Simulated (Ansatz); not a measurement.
# C₂H₃Cl (singlet): the correlation ladder, 6-31G*

The task here is to estimate one member of a computed series from the others.

Computed with Ansatz 0.2.0, Gaussian basis. Level: 6-31G*, core rule «outside noble gas», up to 7 orbitals frozen.

The runs, in order: UHF; CCSD(T) on RHF; CCSD(T) on UHF; BCCD(T) on RHF; CISD; CCSDT(Q) on RHF; CCSDT(Q) on UHF; CASSCF and MRCISD+Q, 8 electrons in 8 orbitals; CASSCF and MRCISD+Q(relaxed), 8 electrons in 8 orbitals; CASSCF and NEVPT2, 8 electrons in 8 orbitals.

17 further runs of the same task are left out: 17 set aside as unsound or not needed.

## The system

The geometry is an MP2(full)/6-31G* stationary point (not a proven minimum).

6 atoms, charge 0, spin multiplicity 1.

Atoms are counted from 1 here; the program's logs count them from 0.

Bond lengths: C1–C2 1.331 Å, C1–Cl3 1.730 Å, C1–H4 1.083 Å, C2–H5 1.083 Å, C2–H6 1.084 Å. Angles: C2–C1–Cl3 123.2°, C2–C1–H4 123.6°, Cl3–C1–H4 113.2°, C1–C2–H5 122.2°, C1–C2–H6 119.5°, H5–C2–H6 118.3°.

The first run:

in.yaml

```yaml
crystal:
  periodic: [false, false, false]
  atoms:
    - {symbol: C, position_ang: [0.060764, 0.836344, 0.000000]}
    - {symbol: C, position_ang: [1.363987, 1.108835, 0.000000]}
    - {symbol: Cl, position_ang: [-0.570791, -0.774652, 0.000000]}
    - {symbol: H, position_ang: [-0.710334, 1.597291, 0.000000]}
    - {symbol: H, position_ang: [2.116859, 0.329755, 0.000000]}
    - {symbol: H, position_ang: [1.692860, 2.141453, 0.000000]}
basis:
  gaussian: {orbitals: "6-31G*"}
magnetization: {spin_polarized: true, initial_magnetization: 0}
hamiltonian: {xc: hf}
output: {orbitals: {seedname: orbitals}}
```

The run is started by

```console
> ansatz run in.yaml --threads 1 --pin off --events-out ev --progress --plain --max-ram 3956MiB --backend cpu
```

Among the steps run: UHF; CCSD(T) on RHF; CCSD(T) on UHF; BCCD(T) on RHF; CISD; CCSDT(Q) on RHF; CCSDT(Q) on UHF; CASSCF and MRCISD+Q, 8 electrons in 8 orbitals; CASSCF and MRCISD+Q(relaxed), 8 electrons in 8 orbitals; CASSCF and NEVPT2, 8 electrons in 8 orbitals.

One of the session's tables, all rows but one given; the rest of the session is left out.

| method | from RCCSDT(Q) (kcal/mol) |
| --- | --- |
| RHF | +271.47 |
| UHF | +271.41 |
| RMP2 | +30.77 |
| CISD | +38.54 |
| RCCSD | +9.73 |
| RCCSD(T) | +0.97 |
| BCCD(T) | +0.93 |
| RCCSDT | +0.51 |
| RCCSDT(Q) | 0 |
| CASSCF frontier | +207.92 |
| NEVPT2 frontier | +32.63 |
| MRCISD frontier | +22.09 |
| MRCISD+Q frontier | ? |
| MRCISD+Q(relaxed) frontier | +2.56 |

Estimate the missing values for MRCISD+Q frontier.

**Answer.** from RCCSDT(Q) (kcal/mol): +2.95. In the column «from RCCSDT(Q) (kcal/mol)» it lies between MRCISD+Q(relaxed) frontier (+2.56) and RCCSD (+9.73).

To keep in mind: Warnings: restricted reference is unstable.
